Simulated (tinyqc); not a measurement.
Inside a calculation. Method: MP2 on RHF in the sto-6g basis, for BH3, spin multiplicity 1. One step of it, computed by the program tinyqc.

Task: Second-order Moller-Plesset energy. E2 = sum_ijab (ia|jb) [2 (ia|jb) - (ib|ja)] / (e_i + e_j - e_a - e_b) over occupied i, j and virtual a, b; the opposite-spin part is (ia|jb)^2 / denominator, the rest is same-spin, and SCS-MP2 scales them by 6/5 and 1/3.

orbital energies (hartree): MO1 -7.533055, MO2 -0.629765, MO3 -0.432995, MO4 -0.432972, MO5 0.238620, MO6 0.558569, MO7 0.645916, MO8 0.645984

Two-electron integrals over orbitals (pq|rs), unique and non-zero (hartree):
```
(11|11) 2.899881    (21|11) -0.248716   (21|21) 0.034017    (22|11) 0.590905
(22|21) -0.008293   (22|22) 0.429459    (31|31) 0.007011    (32|31) 0.011475
(32|32) 0.117044    (33|11) 0.519514    (33|21) -0.003009   (33|22) 0.421378
(33|33) 0.473393    (41|11) -0.000088   (41|21) 0.000009    (41|22) -0.000013
(41|33) -0.003541   (41|41) 0.007010    (42|11) -2.41e-06   (42|21) -0.000007
(42|22) -0.000107   (42|33) -0.064148   (42|41) 0.011470    (42|42) 0.116954
(43|31) -0.003535   (43|32) -0.064120   (43|43) 0.049999    (44|11) 0.519457
(44|21) -0.003012   (44|22) 0.421255    (44|33) 0.373225    (44|41) 0.003544
(44|42) 0.064195    (44|44) 0.473442    (51|11) -0.000405   (51|21) 0.000052
(51|22) -0.000028   (51|33) -0.000014   (51|41) 2.37e-08    (51|44) -0.000014
(51|51) 0.022143    (52|11) 0.000246    (52|21) -0.000016   (52|22) -0.000012
(52|33) -0.000017   (52|42) 1.88e-08    (52|44) -0.000017   (52|51) 0.020848
(52|52) 0.068003    (53|31) 0.000006    (53|32) -0.000048   (53|43) 0.000048
(53|53) 0.016176    (54|11) 2.15e-07    (54|21) -1.02e-08   (54|22) 6.92e-08
(54|33) 0.000048    (54|41) 0.000006    (54|42) -0.000048   (54|44) -0.000048
(54|51) 0.000008    (54|52) 0.000017    (54|54) 0.016173    (55|11) 0.743080
(55|21) -0.009068   (55|22) 0.454730    (55|33) 0.418541    (55|41) -2.95e-06
(55|42) -0.000005   (55|44) 0.418505    (55|51) 0.000052    (55|52) 0.000292
(55|54) 1.96e-07    (55|55) 0.587109    (61|11) -0.283665   (61|21) 0.039754
(61|22) -0.008973   (61|33) -0.003073   (61|41) 0.000046    (61|42) 0.000044
(61|44) -0.003047   (61|51) 0.000030    (61|52) -0.000045   (61|54) 8.50e-09
(61|55) -0.007895   (61|61) 0.046578    (62|11) 0.230303    (62|21) -0.009679
(62|22) 0.046888    (62|33) 0.022022    (62|41) 0.000017    (62|42) 0.000022
(62|44) 0.021921    (62|51) -0.000044   (62|52) -3.33e-06   (62|54) 1.93e-07
(62|55) 0.114878    (62|61) -0.010314   (62|62) 0.074297    (63|31) 0.003510
(63|32) -0.044066   (63|43) 0.042496    (63|53) 0.000055    (63|63) 0.062346
(64|11) 0.000646    (64|21) -0.000017   (64|22) 0.000192    (64|33) 0.042733
(64|41) 0.003496    (64|42) -0.044296   (64|44) -0.042585   (64|51) -1.63e-08
(64|52) 2.99e-07    (64|54) 0.000055    (64|55) 0.000331    (64|61) -1.58e-07
(64|62) 0.000322    (64|64) 0.062687    (65|11) -0.000207   (65|21) -0.000006
(65|22) -0.000098   (65|33) -0.000040   (65|41) 5.26e-08    (65|42) 4.10e-07
(65|44) -0.000040   (65|51) 0.022757    (65|52) 0.063770    (65|54) 0.000066
(65|55) -2.13e-06   (65|61) -0.000040   (65|62) -0.000184   (65|64) -4.36e-07
(65|65) 0.064514    (66|11) 0.609020    (66|21) -0.011789   (66|22) 0.423606
(66|33) 0.420402    (66|41) 0.000059    (66|42) 0.000547    (66|44) 0.421001
(66|51) -0.000090   (66|52) -0.000178   (66|54) -3.78e-07   (66|55) 0.446376
(66|61) -0.012590   (66|62) 0.029665    (66|64) -0.000154   (66|65) -0.000229
(66|66) 0.438394    (71|11) 0.000766    (71|21) -0.000113   (71|22) 0.000008
(71|33) -0.004951   (71|41) 0.012461    (71|42) 0.018066    (71|44) 0.004976
(71|51) -8.37e-08   (71|52) 1.15e-07    (71|54) 0.000011    (71|55) 0.000020
(71|61) -0.000070   (71|62) 0.000061    (71|64) 0.006214    (71|65) 1.90e-07
(71|66) 0.000136    (71|71) 0.022300    (72|11) -0.000688   (72|21) 0.000025
(72|22) -0.000142   (72|33) 0.022909    (72|41) 0.007876    (72|42) -0.001053
(72|44) -0.023048   (72|51) 1.14e-07    (72|52) -6.36e-08   (72|54) 0.000065
(72|55) -0.000338   (72|61) 0.000064    (72|62) -0.000107   (72|64) 0.046733
(72|65) 5.12e-07    (72|66) -0.000121   (72|71) 0.013283    (72|72) 0.049154
(73|31) 0.002475    (73|32) 0.047872    (73|43) -0.024064   (73|53) -0.000038
(73|63) -0.031664   (73|73) 0.034035    (74|11) 0.208565    (74|21) -0.004867
(74|22) 0.050056    (74|33) 0.052500    (74|41) -0.002491   (74|42) -0.047616
(74|44) 0.004721    (74|51) -6.65e-07   (74|52) 0.000111    (74|54) 0.000038
(74|55) 0.103867    (74|61) -0.004767   (74|62) 0.071680    (74|64) 0.031761
(74|65) -0.000063   (74|66) 0.028327    (74|71) -0.004256   (74|72) 0.010242
(74|74) 0.106879    (75|11) 4.72e-07    (75|21) 1.06e-08    (75|22) 1.22e-07
(75|33) -0.000074   (75|41) 0.000020    (75|42) 0.000145    (75|44) 0.000074
(75|51) -0.000062   (75|52) -0.000178   (75|54) 0.016197    (75|55) -6.29e-08
(75|61) 1.94e-07    (75|62) 5.26e-07    (75|64) -0.000063   (75|65) -0.000120
(75|66) 1.26e-06    (75|71) 0.000033    (75|72) 0.000017    (75|74) -0.000060
(75|75) 0.020567    (76|11) 0.000105    (76|21) 4.77e-06    (76|22) -0.000049
(76|33) -0.058826   (76|41) 0.012228    (76|42) 0.106972    (76|44) 0.058957
(76|51) 2.08e-07    (76|52) 5.96e-07    (76|54) -0.000063   (76|55) 0.000037
(76|61) 0.000063    (76|62) 0.000057    (76|64) -0.046762   (76|65) 8.65e-07
(76|66) 0.000588    (76|71) 0.019991    (76|72) -0.005696   (76|74) -0.049910
(76|75) 0.000128    (76|76) 0.110350    (77|11) 0.668129    (77|21) -0.008718
(77|22) 0.444104    (77|33) 0.404334    (77|41) -0.000568   (77|42) 0.029305
(77|44) 0.471452    (77|51) -0.000011   (77|52) 0.000053    (77|54) -0.000043
(77|55) 0.469782    (77|61) -0.008624   (77|62) 0.051800    (77|64) -0.036720
(77|65) -0.000038   (77|66) 0.448967    (77|71) -0.001656   (77|72) -0.029065
(77|74) 0.047483    (77|75) 0.000030    (77|76) 0.030018    (77|77) 0.512956
(81|31) 0.012462    (81|32) 0.018070    (81|43) -0.004950   (81|53) 0.000011
(81|63) 0.006237    (81|73) 0.004242    (81|81) 0.022300    (82|31) 0.007874
(82|32) -0.001112   (82|43) 0.023001    (82|53) 0.000065    (82|63) 0.046702
(82|73) -0.010705   (82|81) 0.013278    (82|82) 0.049168    (83|11) 0.208539
(83|21) -0.004869   (83|22) 0.049959    (83|33) 0.004639    (83|41) 0.002484
(83|42) 0.047756    (83|44) 0.052610    (83|51) -6.60e-07   (83|52) 0.000111
(83|54) -0.000038   (83|55) 0.103845    (83|61) -0.004745   (83|62) 0.071645
(83|64) -0.031451   (83|65) -0.000062   (83|66) 0.028836    (83|71) 0.004274
(83|72) -0.010769   (83|74) 0.042204    (83|75) 0.000061    (83|76) 0.050190
(83|77) 0.069027    (83|83) 0.107039    (84|31) 0.002488    (84|32) 0.047762
(84|43) -0.023948   (84|53) -0.000038   (84|63) -0.031490   (84|73) 0.031118
(84|81) 0.004265    (84|82) -0.010564   (84|84) 0.033862    (85|31) 0.000020
(85|32) 0.000145    (85|43) -0.000074   (85|53) 0.016196    (85|63) -0.000063
(85|73) 0.000061    (85|81) 0.000033    (85|82) 0.000017    (85|84) 0.000061
(85|85) 0.020565    (86|31) 0.012232    (86|32) 0.106853    (86|43) -0.058629
(86|53) -0.000063   (86|63) -0.046294   (86|73) 0.050171    (86|81) 0.019998
(86|82) -0.005586   (86|84) 0.050052    (86|85) 0.000127    (86|86) 0.110022
(87|31) 0.000468    (87|32) -0.030186   (87|43) 0.034014    (87|53) 0.000044
(87|63) 0.037214    (87|73) -0.011320   (87|81) 0.001521    (87|82) 0.028970
(87|84) -0.011212   (87|85) -0.000031   (87|86) -0.030647   (87|87) 0.034484
(88|11) 0.668135    (88|21) -0.008718   (88|22) 0.444153    (88|33) 0.471772
(88|41) 0.000498    (88|42) -0.029896   (88|44) 0.403980    (88|51) -0.000011
(88|52) 0.000053    (88|54) 0.000044    (88|55) 0.469790    (88|61) -0.008615
(88|62) 0.051928    (88|64) 0.037335    (88|65) -0.000038   (88|66) 0.448650
(88|71) 0.001596    (88|72) 0.028788    (88|74) 0.069229    (88|75) -0.000030
(88|76) -0.030480   (88|77) 0.444800    (88|83) 0.047115    (88|88) 0.513289
```

Hartree-Fock energy = -26.29220605 hartree

Give: Terms; Pair energies; MP2 correlation energy; SCS-MP2 correlation energy; MP2 total energy.

Result:

Terms (the 40 largest of 136):

| i | j | a | b | (ia\|jb) | (ib\|ja) | denominator | term |
|---|---|---|---|---|---|---|---|
| 3 | 3 | 8 | 8 | 0.1070 | 0.1070 | -2.1580 | -0.0053 |
| 4 | 4 | 7 | 7 | 0.1069 | 0.1069 | -2.1578 | -0.0053 |
| 2 | 4 | 6 | 7 | 0.0717 | 0.0467 | -2.2672 | -0.0031 |
| 4 | 2 | 7 | 6 | 0.0717 | 0.0467 | -2.2672 | -0.0031 |
| 3 | 2 | 8 | 6 | 0.0716 | 0.0467 | -2.2673 | -0.0031 |
| 2 | 3 | 6 | 8 | 0.0716 | 0.0467 | -2.2673 | -0.0031 |
| 2 | 2 | 5 | 5 | 0.0680 | 0.0680 | -1.7368 | -0.0027 |
| 2 | 2 | 6 | 6 | 0.0743 | 0.0743 | -2.3767 | -0.0023 |
| 4 | 4 | 6 | 6 | 0.0627 | 0.0627 | -1.9831 | -0.0020 |
| 3 | 3 | 6 | 6 | 0.0623 | 0.0623 | -1.9831 | -0.0020 |
| 4 | 3 | 7 | 8 | 0.0422 | 0.0311 | -2.1579 | -0.0010 |
| 3 | 4 | 8 | 7 | 0.0422 | 0.0311 | -2.1579 | -0.0010 |
| 2 | 2 | 8 | 8 | 0.0492 | 0.0492 | -2.5515 | -0.0009 |
| 2 | 2 | 7 | 7 | 0.0492 | 0.0492 | -2.5514 | -0.0009 |
| 3 | 3 | 7 | 7 | 0.0340 | 0.0340 | -2.1578 | -0.0005 |
| 4 | 4 | 8 | 8 | 0.0339 | 0.0339 | -2.1579 | -0.0005 |
| 4 | 4 | 7 | 6 | 0.0318 | 0.0318 | -2.0704 | -4.87e-04 |
| 4 | 4 | 6 | 7 | 0.0318 | 0.0318 | -2.0704 | -4.87e-04 |
| 3 | 3 | 6 | 7 | -0.0317 | -0.0317 | -2.0705 | -4.84e-04 |
| 3 | 3 | 7 | 6 | -0.0317 | -0.0317 | -2.0705 | -4.84e-04 |
| 4 | 3 | 8 | 6 | -0.0315 | -0.0315 | -2.0705 | -4.80e-04 |
| 3 | 4 | 6 | 8 | -0.0315 | -0.0315 | -2.0705 | -4.80e-04 |
| 3 | 4 | 8 | 6 | -0.0315 | -0.0315 | -2.0705 | -4.77e-04 |
| 4 | 3 | 6 | 8 | -0.0315 | -0.0315 | -2.0705 | -4.77e-04 |
| 4 | 2 | 6 | 7 | 0.0467 | 0.0717 | -2.2672 | -4.49e-04 |
| 2 | 4 | 7 | 6 | 0.0467 | 0.0717 | -2.2672 | -4.49e-04 |
| 3 | 2 | 6 | 8 | 0.0467 | 0.0716 | -2.2673 | -4.48e-04 |
| 2 | 3 | 8 | 6 | 0.0467 | 0.0716 | -2.2673 | -4.48e-04 |
| 3 | 4 | 7 | 8 | 0.0311 | 0.0422 | -2.1579 | -2.89e-04 |
| 4 | 3 | 8 | 7 | 0.0311 | 0.0422 | -2.1579 | -2.89e-04 |
| 3 | 3 | 5 | 5 | 0.0162 | 0.0162 | -1.3432 | -1.95e-04 |
| 4 | 4 | 5 | 5 | 0.0162 | 0.0162 | -1.3432 | -1.95e-04 |
| 1 | 1 | 6 | 6 | 0.0466 | 0.0466 | -16.1832 | -1.34e-04 |
| 2 | 1 | 5 | 5 | 0.0208 | 0.0208 | -8.6401 | -5.03e-05 |
| 1 | 2 | 5 | 5 | 0.0208 | 0.0208 | -8.6401 | -5.03e-05 |
| 3 | 2 | 8 | 7 | -0.0108 | -0.0107 | -2.3547 | -4.95e-05 |
| 2 | 3 | 7 | 8 | -0.0108 | -0.0107 | -2.3547 | -4.95e-05 |
| 2 | 3 | 8 | 7 | -0.0107 | -0.0108 | -2.3547 | -4.84e-05 |
| 3 | 2 | 7 | 8 | -0.0107 | -0.0108 | -2.3547 | -4.84e-05 |
| 4 | 2 | 8 | 8 | -0.0106 | -0.0106 | -2.3547 | -4.74e-05 |

Pair energies (hartree; pair i-j sums ij and ji):

| pair | opposite spin | same spin |
|---|---|---|
| 1-1 | -2.26e-04 | 0 |
| 2-1 | -1.98e-04 | 0 |
| 2-2 | -0.0069 | 0 |
| 3-1 | -2.12e-05 | -2.63e-05 |
| 3-2 | -0.0066 | -0.0005 |
| 3-3 | -0.0090 | 0 |
| 4-1 | -2.12e-05 | -2.63e-05 |
| 4-2 | -0.0066 | -0.0005 |
| 4-3 | -0.0045 | -1.14e-04 |
| 4-4 | -0.0090 | 0 |

MP2 correlation energy = -0.044309 hartree

SCS-MP2 correlation energy = -0.052075 hartree

MP2 total energy = -26.336515 hartree
